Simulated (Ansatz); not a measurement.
**CH2Al+ (triplet): wave-function methods side by side, def2-TZVPP**

One table from this session's results is given with a row withheld; the runs are named, their logs left out.

The runs use Ansatz 0.2.0, Gaussian basis; def2-TZVPP, core rule «outside noble gas», up to 6 orbitals frozen.

To be run: UHF; ROHF; CCSD(T) on UHF.

2 further runs of the same task are left out: 2 set aside as unsound or not needed.

### The system

The geometry is a PBE0/def2-TZVP stationary point (not a proven minimum) of the parent state, kept for this charge and spin.

4 atoms, charge 1, spin multiplicity 3.

Atoms are counted from 1 here; the program's logs count them from 0.

Bond lengths: Al1–C2 1.836 Å, Al1–H3 1.585 Å, C2–H4 1.088 Å. Angles: C2–Al1–H3 133.0°, Al1–C2–H4 142.5°.

Set-up of the first run:

File in.yaml:

```yaml
crystal:
  periodic: [false, false, false]
  atoms:
    - {symbol: Al, position_ang: [0.000000, -0.107766, 0.567543]}
    - {symbol: C, position_ang: [0.000000, 0.196499, -1.243154]}
    - {symbol: H, position_ang: [0.000000, 0.856616, 1.824835]}
    - {symbol: H, position_ang: [0.000000, -0.313339, -2.203862]}
basis:
  gaussian: {orbitals: def2-TZVPP}
total_charge: 1
magnetization: {spin_polarized: true, initial_magnetization: 2}
hamiltonian: {xc: hf}
output: {orbitals: {seedname: orbitals}}
```

On the command line:

```sh
ansatz run in.yaml --threads 1 --pin off --events-out ev --progress --plain --max-ram 4096MiB --backend cpu
```

Steps of the session up to this table: UHF; ROHF; CCSD(T) on UHF.

One table of the session follows, with a row left open; its other results are not shown here.

It belongs to the step «Misses and costs». 

```
  method  from UCCSD(T) (meV)
    ROHF              +5330.8
     UHF              +5171.9
    UMP2                    ?
   UCCSD               +154.0
UCCSD(T)                    0
```

**Question.** Estimate the row for UMP2.

The run gave: from UCCSD(T) (meV): +918.1. In the column «from UCCSD(T) (meV)» it lies between UCCSD (+154.0) and UHF (+5171.9).
